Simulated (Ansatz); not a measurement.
The first iterations of a band of C2H6Si (9 atoms, charge 0, multiplicity 1).

Theory: Ansatz, RKS LDA/def2-SVP.

```json
{
  "movable images": "5",
  "climbing image": "yes",
  "spring": "5.0 eV/Å²",
  "optimiser": "fire",
  "start path": "IDPP",
  "force threshold": "0.05 eV/Å",
  "iteration limit": "60",
  "end points": "relaxed",
  "largest step": "0.02 Å"
}
```

First end point:

```xyz
9
Properties=species:S:1:pos:R:3
C -0.523 1.039 -0.805
Si 0.917 -0.189 -0.911
C 0.597 -1.060 0.741
H -1.403 0.437 -1.151
H -0.441 1.908 -1.490
H -0.772 1.381 0.225
H -0.470 -1.106 1.057
H 1.070 -2.059 0.834
H 1.113 -0.396 1.482
```

Last end point:

```xyz
9
Properties=species:S:1:pos:R:3
C -0.578 0.847 -0.973
Si 1.137 0.602 -0.208
C 0.669 -0.818 0.956
H -1.187 -0.080 -1.069
H -0.583 1.411 -1.929
H -1.108 1.488 -0.222
H -0.372 -0.784 1.348
H 0.724 -1.723 0.296
H 1.387 -0.990 1.785
```

| iteration | highest image above the first end (eV) | largest band force component (eV/Å) |
| --- | --- | --- |
| 1 | 0.049 | 0.309 |
| 2 | 0.043 | 0.221 |
| 3 | 0.037 | 0.212 |
| 4 | 0.030 | 0.133 |

Question: Does the band converge within its limit, and where does its top end?

Answer: It converged. It ended after 14 iterations with the highest image 0.021 eV above the first end. Another band between the same ends (5 images) ends at a top of the same energy, where a vibrational analysis finds 1 clearly imaginary mode.

Run time: 2 min on 1 CPU thread of a shared host.
